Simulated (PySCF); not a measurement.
Geometries of 3 isomers of C6H4O2, from PBE0-D3(BJ)/def2-SVP geometry optimisation, gas phase in PySCF 2.14.0. One conformer each, no zero-point energy, no frequencies.

Question: Which is lowest in electronic energy at this level?
A.
```xyz
12
angstrom
C      2.432   -0.029    0.375
C      1.248   -0.543    0.005
C      0.044    0.233    0.090
C     -1.301    0.243   -0.118
C     -2.388   -0.636   -0.594
O     -2.184   -1.771   -0.939
C     -0.697    1.437    0.388
O     -0.741    2.572    0.771
H      2.503    0.996    0.751
H      3.352   -0.615    0.313
H      1.159   -1.567   -0.373
H     -3.406   -0.184   -0.612
```
B.
```xyz
12
angstrom
O     -0.783   -2.552   -0.004
C     -0.420   -1.394   -0.006
C      1.019   -1.034   -0.010
C      1.422    0.247   -0.017
C      0.447    1.365   -0.017
O      0.814    2.523   -0.018
C     -0.992    1.005   -0.014
C     -1.395   -0.275   -0.007
H      1.719   -1.873   -0.009
H      2.476    0.535   -0.021
H     -1.692    1.845   -0.016
H     -2.449   -0.564   -0.004
```
C.
```xyz
12
angstrom
O      0.283    2.615    0.296
C      0.115    1.427    0.157
C     -1.216    0.797    0.152
C     -1.342   -0.537   -0.002
C     -0.187   -1.414   -0.169
C      1.078   -0.946   -0.183
C      1.343    0.494   -0.026
O      2.455    0.964   -0.035
H     -2.076    1.459    0.277
H     -2.334   -0.995   -0.004
H     -0.374   -2.485   -0.285
H      1.946   -1.597   -0.307
```

Answer: B. That is benzoquinone, `O=C1C=CC(=O)C=C1`, 6.6 kcal/mol below the next.

```csv
SMILES,atoms numbered as above,E (Eh),relative (kcal/mol),relative (kJ/mol),dipole (D)
O=C1C=CC(=O)C=C1,[O:1]=[C:2]1[CH:3]=[CH:4][C:5](=[O:6])[CH:7]=[CH:8]1,-380.75150,0.0,0.0,0.01
O=C1C=CC=CC1=O,[O:1]=[C:2]1[CH:3]=[CH:4][CH:5]=[CH:6][C:7]1=[O:8],-380.74093,6.6,27.7,5.20
C=Cc1c(C=O)c1=O,[CH2:1]=[CH:2][c:3]1[c:4]([CH:5]=[O:6])[c:7]1=[O:8],-380.66797,52.4,219.3,2.59
```

As drawn, the highest has a three-membered ring, which the lowest lacks.
